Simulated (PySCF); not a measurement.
Molecule: `P12P3P1P32`, P$_{4}$.

Bonds (- single, = double, # triple, : aromatic): P1:P2 2.202 Å, P2:P3 2.201 Å, P3:P4 2.201 Å, P3:P1 2.201 Å, P4:P1 2.201 Å, P4:P2 2.201 Å.

Geometry PBE0-D3(BJ)/def2-SVP throughout; GIAO in PySCF 2.14.0 with density-fitted response routines, gas phase, one conformer, non-relativistic; equivalent atoms averaged; functional PBE0.

(1) How do the absolute shieldings σ depend on the basis set? (ppm; last column core-seconds on shared hosts with different chips, so compare them loosely)

(2) What range do the values span?

(3) Taking the largest basis, pcSseg-3 (304 functions), as the yardstick, rank the others by their worst heavy-atom deviation.

Answers

(1) 
```
    basis set  functions  P1/P2/P3/P4  core-s
       STO-3G         36        864.3     1.4
        6-31G         52        847.2     2.7
     pcSseg-0         52        864.8     2.9
       6-31G*         72        869.6     3.6
     def2-SVP         72        876.7     2.9
      cc-pVDZ         72        877.6       5
     pcSseg-1         96        873.8       4
  aug-cc-pVDZ        108        875.4     7.6
      cc-pVTZ        136        867.3      10
6-311+G(2d,p)        140        873.0     8.4
    def2-TZVP        148        866.3       9
     pcSseg-2        172        868.9     8.1
     IGLO-III        176        873.4      12
     pcSseg-3        304        869.0      39
```

(2) P1/P2/P3/P4 (ring phosphorus): from 847.2 ppm with 6-31G to 877.6 ppm with cc-pVDZ. 

(3) pcSseg-2 0.1 ppm (172 functions), 6-31G* 0.5 ppm (72 functions), cc-pVTZ 1.7 ppm (136 functions), def2-TZVP 2.7 ppm (148 functions), 6-311+G(2d,p) 4.0 ppm (140 functions), pcSseg-0 4.3 ppm (52 functions), IGLO-III 4.4 ppm (176 functions), pcSseg-1 4.7 ppm (96 functions), STO-3G 4.8 ppm (36 functions), aug-cc-pVDZ 6.4 ppm (108 functions), def2-SVP 7.7 ppm (72 functions), cc-pVDZ 8.6 ppm (72 functions), 6-31G 21.8 ppm (52 functions).

A small basis that lands close on one nucleus may do so by chance; judge by the trend and by all nuclei.
